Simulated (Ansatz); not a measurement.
Geometry optimisation, RKS PBE/cc-pVDZ (Ansatz 0.2.0).

Input file:

```yaml
crystal:
  periodic: [false, false, false]
  atoms:
    - { symbol: O, position_ang: [-1.2961, 0.51315, -0.32601] }
    - { symbol: C, position_ang: [-6.0e-05, 0.55962, -0.1907] }
    - { symbol: O, position_ang: [0.44109, -0.67728, 0.77586] }
    - { symbol: H, position_ang: [-1.64047, -0.01609, -1.06458] }
    - { symbol: H, position_ang: [0.62402, 0.42683, -1.08161] }
    - { symbol: H, position_ang: [0.29996, 1.40336, 0.43809] }
    - { symbol: H, position_ang: [1.38807, -0.65274, 1.01758] }
    - { symbol: H, position_ang: [0.18349, -1.55685, 0.43137] }
total_charge: 1
basis:
  gaussian: { orbitals: cc-pVDZ }
hamiltonian:
  xc: pbe
relax:
  f_tol: 0.02
  max_steps: 50
output:
  orbitals: {}
```

Launched with:

```bash
$ ansatz run input.yaml --threads 1 --pin off --max-ram 2048MiB --backend cpu --events-out ev --progress --plain --runs-dir out
```

Task: Where does it end, and by what steps?

Result: The run converged. Limits of this set-up: the dipole of an ion depends on the origin. After 23 steps the energy has fallen by 0.194 eV; H8 moved furthest, 1.25 Å.

```
step  energy less start (eV)  largest force component (eV/Å)  accepted
   0                  0.0000                           1.095       yes
   1                 -0.0556                           0.441       yes
   2                 -0.0897                           0.264       yes
   3                 -0.1016                           0.245       yes
   4                 -0.1070                           0.078       yes
   5                 -0.1087                           0.238       yes
   6                 -0.1124                           0.128       yes
   7                 -0.0830                           1.055        no
   8                 -0.1151                           0.078       yes
   9                 -0.1153                           0.381       yes
  10                 -0.1276                           0.118       yes
  11                 -0.1339                           0.653       yes
  12                 -0.1407                           0.425       yes
  13                 -0.1618                           0.244       yes
  14                 -0.1396                           0.379        no
  15                 -0.1752                           0.122       yes
  16                 -0.1806                           0.377       yes
  17                 -0.1891                           0.129       yes
  18                  0.0170                           2.839        no
  19                 -0.1912                           0.144       yes
  20                 -0.1866                           0.271        no
  21                 -0.1940                           0.042       yes
  22                 -0.1940                           0.043        no
  23                 -0.1941                           0.014       yes
```

```xyz
8
Properties=species:S:1:pos:R:3
O -1.257 0.753 -0.113
C 0.008 0.531 -0.368
O 0.435 -0.939 0.524
H -1.849 0.244 -0.714
H 0.311 0.150 -1.361
H 0.672 1.263 0.124
H 0.300 -0.796 1.493
H 1.380 -1.206 0.415
```

Whether the end is a true minimum wasn't checked by a vibrational analysis.

The run took 29 s on 1 thread of Arm Neoverse V2 (shared host), peak memory 0.11 GiB.
